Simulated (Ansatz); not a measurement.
Reaction (cleavage of the B–B bond): `BBN` + HCl → `NBCl` + BH₃

Calculated with Ansatz (gas phase, PBE0-D4/def2-TZVP geometries, no zero-point term in ΔE). CCSD(T)/CBS adds triple-zeta CCSD(T) − MP2 to the extrapolated MP2 energy (def2 sets, frozen cores). This one scheme is used for every species. DFT in def2-TZVPP. B3LYP here is the variant with VWN-RPA as its local correlation; programs differ in this. Each species was taken in one conformer, which may not be the lowest.

Q: Is it downhill or uphill in electronic energy at CCSD(T)/CBS, and by how much? (An estimate is asked.)

A: Computed: Downhill: ΔE = -25.8 kcal/mol.

Q: What do these levels give: r2SCAN, B3LYP, HF/def2-TZVPP, SCS-MP2/def2-TZVPP, SCS-MP2/def2-QZVPP, CCSD/CBS(def2)? (Estimate.)

A: Computed: r2SCAN -25.2, B3LYP -25.1, HF/def2-TZVPP -28.8, SCS-MP2/def2-TZVPP -27.9, SCS-MP2/def2-QZVPP -27.8, CCSD/CBS(def2) -25.7 kcal/mol.

Q: What do rigid-rotor, harmonic-oscillator terms from PBE0-D4/def2-TZVP frequencies (298.15 K, 1 bar) make of the CCSD(T)/CBS value? (Best estimate.)

A: Ansatz gave: ΔZPE = +0.7 kcal/mol, ΔH = -25.3 kcal/mol, ΔS = -3 J/(mol·K), ΔG = -25.1 kcal/mol.

Largest T1 diagnostic among the species: 0.013.

At CCSD(T), def2-SVP lies −1.9 kcal/mol from the extrapolated value and def2-TZVPP −0.1 kcal/mol. Leaving LDA and LC-ωPBE aside and taking each functional with its dispersion term where it has one, the values, not all of them listed here, spread over 3.7 kcal/mol, from BHLYP-D4 to PBE-D4. LDA lies +0.8 kcal/mol from PBE without D4.
